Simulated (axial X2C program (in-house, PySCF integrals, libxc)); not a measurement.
**Ionising AlC**

Calculated with an axial X2C code built on PySCF integrals, spin-free (one-electron X2C) or two-component (2c: spin–orbit coupling with atomic mean-field Coulomb and Gaunt terms, which also bring small scalar terms), in Dyall basis sets with cores contracted in-house; open shells are unrestricted.

Basis sets: Al dyall-v3z, C dyall-v3z.

```csv
Hamiltonian,level,AlC state,Re (Å),ωe (cm⁻¹),De (eV)
spin-free,HF,"M_S = 3/2, Λ = 0",1.975,649.8,2.59
spin-free,PW91,"M_S = 3/2, Λ = 0",1.980,621.5,3.73
spin-free,PBE0,"M_S = 3/2, Λ = 0",1.972,638.6,3.51
2c,HF,Ω = 3/2,1.975,649.7,2.59
2c,PW91,Ω = 3/2,1.980,621.4,3.73
2c,PBE0,Ω = 3/2,1.972,638.5,3.51
```

Adiabatic ionisation energy (minimum to minimum, no zero-point term) and constants of AlC⁺:

```json
{"Hamiltonian": "spin-free", "level": "HF", "AlC⁺ state": "M_S = 1, Λ = 0", "IE (eV)": "7.75", "Re (Å)": "1.885", "ωe (cm⁻¹)": "740.4", "De (eV)": "0.44", "fragments": "Al+ + C"}
{"Hamiltonian": "spin-free", "level": "PW91", "AlC⁺ state": "M_S = 1, Λ = 0", "IE (eV)": "8.65", "Re (Å)": "1.962", "ωe (cm⁻¹)": "596.1", "De (eV)": "1.17", "fragments": "Al+ + C"}
{"Hamiltonian": "spin-free", "level": "PBE0", "AlC⁺ state": "M_S = 1, Λ = 0", "IE (eV)": "8.66", "Re (Å)": "1.939", "ωe (cm⁻¹)": "615.2", "De (eV)": "0.94", "fragments": "Al+ + C"}
{"Hamiltonian": "2c", "level": "HF", "AlC⁺ state": "Ω = 1", "IE (eV)": "7.75", "Re (Å)": "1.885", "ωe (cm⁻¹)": "740.2", "De (eV)": "0.44", "fragments": "Al+ + C"}
{"Hamiltonian": "2c", "level": "PW91", "AlC⁺ state": "Ω = 1", "IE (eV)": "8.65", "Re (Å)": "1.962", "ωe (cm⁻¹)": "595.9", "De (eV)": "1.17", "fragments": "Al+ + C"}
{"Hamiltonian": "2c", "level": "PBE0", "AlC⁺ state": "Ω = 1", "IE (eV)": "8.66", "Re (Å)": "1.939", "ωe (cm⁻¹)": "615.0", "De (eV)": "0.94", "fragments": "Al+ + C"}
```

**Question.** Add the zero-point terms to the ionisation energy at PBE0, 2c, and say whether the electron removed was bonding.

**Answer.** IE0 = IE + (ωe⁺ − ωe)/2 = 8.66 + (-0.001) = 8.66 eV. Re changes by -0.033 Å, so the bond shortens, as on loss of an antibonding or a polarising non-bonding electron.

**Question.** Close the cycle De(AlC⁺) + IE(AlC) = De(AlC) + IE(Al) to find the atomic ionisation energy at PBE0, 2c.

**Answer.** IE(Al) = 0.94 + 8.66 − 3.51 = 6.09 eV, for the determinants used.

Each entry is the lowest single determinant of a limited PBE0 search at one distance. De goes to single-determinant-based atoms at the same level (for ions the charge split of lowest energy) and is withheld (n/a) where an atom does not fit its ground term or J level. Main or longest-lived isotopes. One determinant is a doubtful description, or other states lie close, for AlC⁺, AlC; these need not be ground states, and all values refer to the states named. Some open-shell Ω = 0 determinants are out of reach, so the Ω given for AlC⁺ need not be the lowest component. With several unpaired electrons the Ω given is that of one determinant, not necessarily of the lowest component. Some light 2c atoms are not at their ground J level, so De misses part of their lowering (0.04 eV or less). The functionals have no current term, which raises determinants with orbital currents.
